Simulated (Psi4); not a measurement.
# SiH2SO (SMILES O[Si]S), run twice

Aim: the vertical excitations of SiH2SO at TDA-RPBE/2ZaPa-NR (density fitting, tdscf states 6, tdscf tda yes).

The results are computed with Psi4 1.11.

2 further runs of the same task are left out: 2 set aside as unsound or not needed.

### Step 1. The system as given

The species is SiH2SO (5 atoms), meant as a singlet with charge 0. SMILES: `O[Si]S`. Geometry: relaxed at PBE0-D4/def2-TZVP. This is one conformer, not always the lowest.

Bond lengths: O1–Si2 1.646 Å, Si2–S3 2.176 Å, O1–H4 0.960 Å, S3–H5 1.346 Å. Angles: O1–Si2–S3 104.3°, Si2–O1–H4 123.1°, Si2–S3–H5 99.8°.

### Step 2. First attempt

Input file input.in:

```
memory 1600 MB

molecule system {
  0 1
  O     -1.194700    -0.658900    -0.325800
  Si    -0.956800     0.951300    -0.079500
  S      1.167700     1.118600     0.360300
  H     -0.489400    -1.308100    -0.267200
  H      1.523000    -0.176500     0.270700
  units angstrom
  symmetry c1
}

set {
  basis 2ZaPa-NR
  scf_type mem_df
  tdscf_states 6
  tdscf_tda true
  basis_set cc-pvdz
}

result, w = energy("td-rpbe", return_wfn=True)
print_variables()
```

Started as:

```sh
$ psi4 -i input.in -o input.out -n 1
```

input.out:

```text
Psi4 1.11 release

Error: option BASIS_SET is not contained in the list of available options.

Did you mean?

RuntimeError:
Fatal Error: BASIS_SET is not a valid option.

Printing out the relevant lines from the Psithon --> Python processed input file:
    core.IO.set_default_namespace("system")
    core.set_global_option("BASIS", "2ZaPa-NR")
    core.set_global_option("SCF_TYPE", "mem_df")
    core.set_global_option("TDSCF_STATES", 6)
    core.set_global_option("TDSCF_TDA", "true")
--> core.set_global_option("BASIS_SET", "cc-pvdz")
    result, w = energy("td-rpbe", return_wfn=True)
    print_variables()

!----------------------------------------------------------------------------------!
!                                                                                  !
! Fatal Error: BASIS_SET is not a valid option.                                    !
!                                                                                  !
!----------------------------------------------------------------------------------!

    Psi4 run time: 0:00:00.08
```

Run time: 2.2 s. Hardware: 1 thread of AMD EPYC 7R43 (Zen 3), shared host; peak memory 0.13 GiB.

### Step 3. Reading the log

The program refused the input.

The log says `Fatal Error: BASIS_SET is not a valid option.`. The cause is that the input text is malformed or holds a word that the program doesn't know.

### Step 4. Try two

Input file h2ossi.in:

```
memory 1600 mb

molecule {
  O     -1.194700    -0.658900    -0.325800
  Si    -0.956800     0.951300    -0.079500
  S      1.167700     1.118600     0.360300
  H     -0.489400    -1.308100    -0.267200
  H      1.523000    -0.176500     0.270700
  symmetry c1
}

set globals {
  basis 2ZaPa-NR
  scf_type mem_df
  tdscf_states 6
  tdscf_tda true
}

result = energy("td-rpbe")
print_variables()
```

Started as:

```sh
$ psi4 h2ossi.in h2ossi.out -n 1
```

h2ossi.out, shortened:

```text
[...]
  Running in c1 symmetry.
[...]
  Nuclear repulsion =  133.931581772827599
[...]
  Multiplicity = 1
[...]
  Nalpha       = 20
  Nbeta        = 20
[...]
    Number of basis functions: 84
[...]
   @DF-RKS iter   1:  -763.81932099638118   -1.02458e-01   9.81144e-03 DIIS/ADIIS
[...]
   @DF-RKS iter  10:  -764.10900478573296   -2.65467e-08   7.40243e-07 DIIS
[...]
  @DF-RKS Final Energy:  -764.10900478573296
   => Energetics <=
    Nuclear Repulsion Energy =            133.9315817728275988
    One-Electron Energy =               -1322.5238885748644861
    Two-Electron Energy =                 480.3495691603633873
    DFT Exchange-Correlation Energy =     -55.8662671440593854
    Empirical Dispersion Energy =           0.0000000000000000
    VV10 Nonlocal Energy =                  0.0000000000000000
    Total Energy =                       -764.1090047857329637
[...]
 Multipole Moments:
 ------------------------------------------------------------------------------------
     Multipole            Electronic (a.u.)      Nuclear  (a.u.)        Total (a.u.)
 ------------------------------------------------------------------------------------
 L = 1.  Multiply by 2.5417464519 to convert [e a0] to [Debye]
 Dipole X            :         -0.8018816            1.1587060            0.3568245
 Dipole Y            :          1.8728571           -2.5896572           -0.7168001
 Dipole Z            :          0.0733330           -0.0915995           -0.0182665
 Magnitude           :                                                    0.8009118
[...]
**********                               WARNING                                **********
**********       The names of excited state variables changed between 1.5       **********
[...]
**********                               WARNING                                **********
**********  Length-gauge rotatory strengths are **NOT** gauge-origin invariant  **********
[...]
                                    Excitation Energy         Total Energy        Oscillator Strength             Rotatory Strength
[...]
Excited State    1 (1 A):   0.15964 au   285.40 nm f = 0.0501
[...]
Excited State    3 (1 A):   0.18361 au   248.16 nm f = 0.0510
[...]
Excited State    4 (1 A):   0.19734 au   230.88 nm f = 0.0619
[...]
Excited State    5 (1 A):   0.20563 au   221.58 nm f = 0.0093
[...]
Excited State    6 (1 A):   0.21377 au   213.14 nm f = 0.0069
[...]
```

Run time: 26 s. Hardware: 1 thread of AMD EPYC 7R43 (Zen 3), shared host; peak memory 0.5 GiB.

The roots found:

| excited state | energy (eV) | strength | label |
| --- | --- | --- | --- |
| 1 | 4.344 | 0.0501 | A 1 |
| 2 | 4.909 | 0.0176 | A 1 |
| 3 | 4.996 | 0.0510 | A 1 |
| 4 | 5.370 | 0.0619 | A 1 |
| 5 | 5.596 | 0.0093 | A 1 |
| 6 | 5.817 | 0.0069 | A 1 |

### Step 5. Summary of results

At TDA-RPBE/2ZaPa-NR (density fitting, tdscf states 6, tdscf tda yes):

| quantity | value |
| --- | --- |
| ground-state or mean-field energy | -764.10900 Eh |
| dipole moment (RPBE Kohn–Sham density) | 2.04 D |
| HOMO energy (RPBE Kohn–Sham orbitals) | -6.13 eV |
| LUMO energy (RPBE Kohn–Sham orbitals) | -2.59 eV |
| HOMO–LUMO gap (RPBE Kohn–Sham orbitals) | 3.54 eV |
| lowest excitation energy | 4.34 eV |

In words: The brightest of the 6 transitions from the ground state lies at 5.37 eV (231 nm, f = 0.062); the lowest, at 4.34 eV, has f = 0.050.
